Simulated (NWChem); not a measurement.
Correlation energy of acetylene (C₂H₂)

SMILES: C#C
```xyz
4

C      0.0000     0.0000    -0.6043
C      0.0000     0.0000     0.6043
H      0.0000     0.0000    -1.6792
H      0.0000     0.0000     1.6792
```
Charge 0, spin multiplicity 1.

Everything below was run with NWChem. Structure: optimised with PBE0/def2-SVP, a minimum by its harmonic frequencies.

Basis set: STO-3G. Each correlation energy counts from its own Hartree-Fock reference.

The correlated methods keep 2 core orbitals frozen. No row is a measurement; the coupled-cluster row has its own basis-set and correlation limits.

Problem. One of these methods gave a correlation energy of -154.8 mHa. Which?
(A) SCS-MP2
(B) MP2
(C) CR-CCSD[T]

Solution. A, SCS-MP2. The others give -171.6 (CR-CCSD[T]), -152.0 (MP2).
